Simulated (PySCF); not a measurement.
**Two probes of the same atoms: core binding energy and nuclear shielding**

Species: C3H3F2S (charge -1).
SMILES with atom numbers: `[CH2:1]=[C:2]([S-:3])[CH:4]([F:5])[F:6]`

Structure used (GFN2-xTB), in Å, numbered top down from 1:
```
atom  x, y, z in Å
C1    -1.3579   -0.0920   -0.3058
C2    -0.2421    0.5383    0.0989
S3    -0.0948    2.1667    0.5862
C4     1.0495   -0.2243    0.1485
F5     1.4165   -0.7468   -1.0710
F6     0.9980   -1.3284    0.9686
H7    -1.3396   -1.1327   -0.5909
H8    -2.2997    0.4253   -0.3577
H9     1.8836    0.3999    0.4979
```

Binding energies: PySCF 2.14.0, delta-SCF UKS SCAN, pcX-2 on the ionised atom, pcseg-1 elsewhere, spin-free X2C. Shieldings: GIAO PBE0/pcSseg-1, non-relativistic, same geometry.

```json
{"atom": "C1", "C 1s (eV)": "284.50"}
{"atom": "C2", "C 1s (eV)": "286.01"}
{"atom": "C4", "C 1s (eV)": "290.67"}
```

**Question.** What are the absolute isotropic shieldings of these atoms?

**Answer.** 
| atom | environment | C 1s (eV) | isotropic shielding (ppm) |
| --- | --- | --- | --- |
| C1 | carbon bonded to C and 2 H | 284.50 | 92.6 |
| C2 | fully substituted alkene carbon | 286.01 | 14.0 |
| C4 | CHF2 carbon | 290.67 | 54.5 |

**Question.** Among the listed atoms, is the one with the highest binding energy also the least shielded?

**Answer.** No. The highest binding energy is at C4 (290.67 eV, shielding 54.5 ppm), the lowest shielding at C2 (14.0 ppm, 286.01 eV).

By binding energy: C1 < C2 < C4. By shielding: C2 < C4 < C1.

The unrestricted hole states depart most from a pure doublet (⟨S²⟩ = 0.75; over 0.85 named) for C 1s of C2 (0.95), which makes this value less certain. The species carries charge -1, so core ionisation leaves a neutral species. The basis sets have no added diffuse functions. The structure is a single GFN2-xTB conformer in the gas phase; no vibrational or solvent corrections.
